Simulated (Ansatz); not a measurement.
# One shape, several levels: B2H4Cl− (SMILES B[BH2-]Cl)

Aim: a comparison of 4 runs (HF/STO-3G, B3LYP/6-31G*, PBE0/aug-cc-pVDZ) of B2H4Cl−. 

Program for the calculation: Ansatz 0.2.0.

6 further runs of the same task are left out: 6 set aside as unsound or not needed. Runs told in other sessions of the task aren't counted.

## Step 1: The structure to begin with

The species is B2H4Cl− (7 atoms), meant as a singlet with charge -1. As SMILES, `B[BH2-]Cl`. The shape is that of a GFN2-xTB optimisation.

Bond lengths: B1–B2 1.668 Å, B2–Cl3 1.942 Å, B1–H4 1.187 Å, B1–H5 1.193 Å, B2–H6 1.214 Å, B2–H7 1.214 Å. Angles: B1–B2–Cl3 113.1°, B1–B2–H6 113.6°, B1–B2–H7 113.5°, Cl3–B2–H6 103.6°, Cl3–B2–H7 103.7°, B2–B1–H4 127.5°, B2–B1–H5 119.9°, H6–B2–H7 108.4°, H4–B1–H5 112.6°.

## Step 2: Energy and gradient at HF/STO-3G (run 1)

Contents of in.yaml:

```yaml
crystal:
  periodic: [false, false, false]
  atoms:
    - symbol: B
      position_ang: [-0.832540, -0.102690, -0.575030]
    - symbol: B
      position_ang: [0.541540, 0.210460, 0.317780]
    - symbol: Cl
      position_ang: [1.136380, -1.313640, 1.363130]
    - symbol: H
      position_ang: [-1.443690, -1.119080, -0.629330]
    - symbol: H
      position_ang: [-1.303990, 0.752440, -1.259920]
    - symbol: H
      position_ang: [0.393860, 1.085900, 1.146030]
    - symbol: H
      position_ang: [1.508450, 0.486610, -0.362670]
basis:
  gaussian: {orbitals: STO-3G}
total_charge: -1
hamiltonian: {xc: hf}
accuracy: high
output: {forces: true, orbitals: {seedname: orbitals}}
```

Command:

```bash
ansatz run in.yaml --threads 1 --pin off --max-ram 2610MiB --events-out events.jsonl --progress --plain --runs-dir runs
```

The log of the run:

```text
Warning: RAYON_NUM_THREADS=1 ignored (pool sized by the plan → 1); use --threads N
Functional definition: HF
  name "HF"
  exchange = exact_x
  correlation = 0
418 factors; integrals over basis functions are off by at most 9.7e-9 eV
mean field evaluation 1: about -13756.1189 eV, gradient 1.8e1 eV
mean field evaluation 2: about -13756.1992 eV, gradient 1.8e1 eV
mean field evaluation 4: about -13757.7051 eV, gradient 7.7e-1 eV
mean field evaluation 8: about -13757.7064 eV, gradient 3.8e-6 eV
mean field -13757.70635543 eV, -505.5863832539 hartree, gradient 4.4e-9 eV, S^2 0.000000; 0 other end points of the search recorded, 0 dependent functions left out
the calculation of the forces begins
reference -13757.70635543 eV, -505.5863832539 hartree; 16, 16 occupied and 7, 7 virtual orbitals, 418 factors
Total energy: -13757.70635543 eV, -505.5863832539 hartree
Atom 0 at    -0.832540    -0.102690    -0.575030 Å, force    -0.601396     0.237655    -0.544630 eV/Å
Atom 1 at     0.541540     0.210460     0.317780 Å, force     1.429673     1.233975     0.569823 eV/Å
Atom 2 at     1.136380    -1.313640     1.363130 Å, force     0.031981    -0.467574     0.208409 eV/Å
Atom 3 at    -1.443690    -1.119080    -0.629330 Å, force     0.356911     0.548402     0.051696 eV/Å
Atom 4 at    -1.303990     0.752440    -1.259920 Å, force     0.209926    -0.570210     0.380961 eV/Å
Atom 5 at     0.393860     1.085900     1.146030 Å, force    -0.151549    -0.793759    -1.095593 eV/Å
Atom 6 at     1.508450     0.486610    -0.362670 Å, force    -1.275547    -0.188489     0.429333 eV/Å
Dipole moment:    -0.126057    -0.196647    -0.015095 e Å
```

Run time: 0.3 s. Hardware: 1 thread of Arm Neoverse V2, shared host.

## Step 3: Energy and gradient at B3LYP/6-31G(d) (spherical functions) (run 2)

Contents of job.yaml:

```yaml
crystal:
  periodic: [false, false, false]
  atoms:
    - {symbol: B, position_ang: [-0.832540, -0.102690, -0.575030]}
    - {symbol: B, position_ang: [0.541540, 0.210460, 0.317780]}
    - {symbol: Cl, position_ang: [1.136380, -1.313640, 1.363130]}
    - {symbol: H, position_ang: [-1.443690, -1.119080, -0.629330]}
    - {symbol: H, position_ang: [-1.303990, 0.752440, -1.259920]}
    - {symbol: H, position_ang: [0.393860, 1.085900, 1.146030]}
    - {symbol: H, position_ang: [1.508450, 0.486610, -0.362670]}
basis:
  gaussian:
    orbitals: 6-31G_st_-spherical.json
hamiltonian:
  xc: {name: B3LYP}
accuracy: high
total_charge: -1
output: {forces: true, orbitals: {seedname: orbitals}}
```

The basis set 6-31G* is read from a file made from the Basis Set Exchange's data (not shown).

Command:

```bash
ansatz run job.yaml --threads 1 --pin off --max-ram 2610MiB --events-out events.jsonl --progress --plain --runs-dir runs
```

The log of the run, cut to the lines that bear on the results:

```text
Warning: RAYON_NUM_THREADS=1 ignored (pool sized by the plan → 1); use --threads N
Functional definition: B3LYP
  name "B3LYP"
[...]
1247 factors; integrals over basis functions are off by at most 3.6e-9 eV
[...]
mean field -13941.56756197 eV, -512.3431579686 hartree, gradient 4.9e-8 eV, S^2 0.000000; 0 other end points of the search recorded, 0 dependent functions left out
[...]
reference -13941.56759756 eV, -512.3431592766 hartree; 16, 16 occupied and 38, 38 virtual orbitals, 1247 factors
Total energy: -13941.56759756 eV, -512.3431592766 hartree
Atom 0 at    -0.832540    -0.102690    -0.575030 Å, force     0.493604     0.303590     0.241094 eV/Å
Atom 1 at     0.541540     0.210460     0.317780 Å, force    -0.005611    -0.096455     0.040510 eV/Å
Atom 2 at     1.136380    -1.313640     1.363130 Å, force     0.249275    -0.721027     0.469719 eV/Å
Atom 3 at    -1.443690    -1.119080    -0.629330 Å, force    -0.327836    -0.554895    -0.023452 eV/Å
Atom 4 at    -1.303990     0.752440    -1.259920 Å, force    -0.309694     0.451151    -0.405766 eV/Å
Atom 5 at     0.393860     1.085900     1.146030 Å, force    -0.160389     0.368079    -0.011471 eV/Å
Atom 6 at     1.508450     0.486610    -0.362670 Å, force     0.060651     0.249557    -0.310634 eV/Å
Dipole moment:    -0.014994    -0.201595     0.068886 e Å
```

Wall time 4.5 s (1 thread of Arm Neoverse V2, shared host).

Run 3 isn't shown in full; the table further down has it.

## Step 4: Energy and gradient at PBE0/aug-cc-pVDZ (run 4)

Contents of molecule.yaml:

```yaml
crystal:
  periodic: [false, false, false]
  atoms:
    - symbol: B
      position_ang: [-0.832540, -0.102690, -0.575030]
    - symbol: B
      position_ang: [0.541540, 0.210460, 0.317780]
    - symbol: Cl
      position_ang: [1.136380, -1.313640, 1.363130]
    - symbol: H
      position_ang: [-1.443690, -1.119080, -0.629330]
    - symbol: H
      position_ang: [-1.303990, 0.752440, -1.259920]
    - symbol: H
      position_ang: [0.393860, 1.085900, 1.146030]
    - symbol: H
      position_ang: [1.508450, 0.486610, -0.362670]
basis:
  gaussian:
    orbitals: aug-cc-pVDZ
total_charge: -1
hamiltonian:
  xc: pbe0
accuracy: high
output: {forces: true, orbitals: {seedname: orbitals}}
```

Command:

```bash
ansatz run molecule.yaml --threads 1 --pin off --max-ram 2610MiB --events-out events.jsonl --progress --plain --runs-dir runs
```

The log of the run, cut to the lines that bear on the results:

```text
Warning: RAYON_NUM_THREADS=1 ignored (pool sized by the plan → 1); use --threads N
Functional definition: PBE0
  name "PBE0"
[...]
2167 factors; integrals over basis functions are off by at most 3.8e-9 eV
[...]
mean field -13935.69119668 eV, -512.1272055273 hartree, gradient 1.5e-8 eV, S^2 0.000000; 0 other end points of the search recorded, 0 dependent functions left out
[...]
reference -13935.69120111 eV, -512.1272056901 hartree; 16, 16 occupied and 93, 93 virtual orbitals, 2167 factors
Total energy: -13935.69120111 eV, -512.1272056901 hartree
Atom 0 at    -0.832540    -0.102690    -0.575030 Å, force     0.661101     0.327938     0.355333 eV/Å
Atom 1 at     0.541540     0.210460     0.317780 Å, force    -0.104216    -0.439947     0.104235 eV/Å
Atom 2 at     1.136380    -1.313640     1.363130 Å, force     0.151752    -0.483234     0.303080 eV/Å
Atom 3 at    -1.443690    -1.119080    -0.629330 Å, force    -0.380934    -0.736506     0.008629 eV/Å
Atom 4 at    -1.303990     0.752440    -1.259920 Å, force    -0.330563     0.611541    -0.484334 eV/Å
Atom 5 at     0.393860     1.085900     1.146030 Å, force    -0.188869     0.462262     0.114377 eV/Å
Atom 6 at     1.508450     0.486610    -0.362670 Å, force     0.191729     0.257947    -0.401319 eV/Å
Dipole moment:    -0.010801    -0.207008     0.074210 e Å
```

It took 12 s on 1 thread of Arm Neoverse V2, shared host; peak memory 0.34 GiB.

## Step 5: All runs side by side

| run | level | Cartesian functions | energy (Eh) | HOMO energy (eV) | LUMO energy (eV) | HOMO–LUMO gap (eV) | wall time |
| --- | --- | --- | --- | --- | --- | --- | --- |
| 1 | HF/STO-3G | no | -505.586383 | -1.89 | 12.81 | 14.70 | 0.3 s |
| 2 | B3LYP/6-31G* (spherical functions) | no | -512.343159 | -1.01 | 4.02 | 5.03 | 4.5 s |
| 3 | B3LYP/6-31G* (Cartesian functions) | yes | -512.347553 | -1.01 | 4.02 | 5.03 | 4.5 s |
| 4 | PBE0/aug-cc-pVDZ | no | -512.127206 | -1.81 | 3.13 | 4.94 | 12 s |

## Step 6: Outcome

| quantity | value |
| --- | --- |
| run 4: total energy | -512.12721 Eh |
| run 4: HOMO energy | -1.81 eV |
| run 4: LUMO energy | 3.13 eV |
| run 4: HOMO–LUMO gap (to an unbound level, set by the basis) | 4.94 eV |
| run 4: largest force on an atom | 0.847 eV/Å |

In words: The HOMO–LUMO gap runs from 4.94 eV (PBE0/aug-cc-pVDZ) to 14.70 eV (HF/STO-3G). The two ends differ in method and basis. The empty levels of an anion lie above zero and hang on the basis. Totals of different functionals can't be ranked against each other. In run 1 the basis is minimal, so the values are rough. All runs together took 21 s, the longest 12 s.
